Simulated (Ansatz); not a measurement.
System: anatase TiO₂ (metastable phase). Method: RPBE (Ansatz, a quantum-chemistry and plane-wave program, plane waves, PAW).

Settings: plane-wave cutoff 520 eV, 12×12×12 k mesh, Fermi–Dirac smearing 0.01 eV, no spin polarisation, scalar-relativistic PAW data made under PBE.

Shape and atoms are relaxed at each volume.

Pressure at four volumes; x = ln(V/11.945 Å³). One pressure is withheld.

```tsv
V (Å³/atom)	x	P (GPa)
11.467	-0.0408	7.10
11.945	0.0000	-0.01
12.183	0.0197	-3.17
12.422	0.0392	?
```

Question: Pass a parabola P(x) through the three rows shown, estimate the bulk modulus and its pressure derivative near zero pressure, and predict the withheld pressure.

Answer: Slopes between the rows: (-0.01 − (7.10))/(0.0000 − (-0.0408)) = -174.26 and (-3.17 − (-0.01))/(0.0197 − (0.0000)) = -160.41 GPa. Their difference over the span 0.0605 is c = 13.85/0.0605 = 228.9 GPa, so P(x) = 7.10 + (-174.26)(x − (-0.0408)) + 228.9 (x − (-0.0408))(x − (0.0000)). At the middle row B = −dP/dx = −[-174.26 + 228.9 × 0.0408] = 164.9 GPa, and B′ = dB/dP = 2c/B = 2.8. At x = 0.0392 the parabola gives -6.12 GPa; the run gives -6.09 GPa. The Birch–Murnaghan fit to the energies at all volumes has B0 = 164 GPa and B′ = 2.8.

Note: the bulk modulus comes from volumes at which shape and atoms were relaxed.
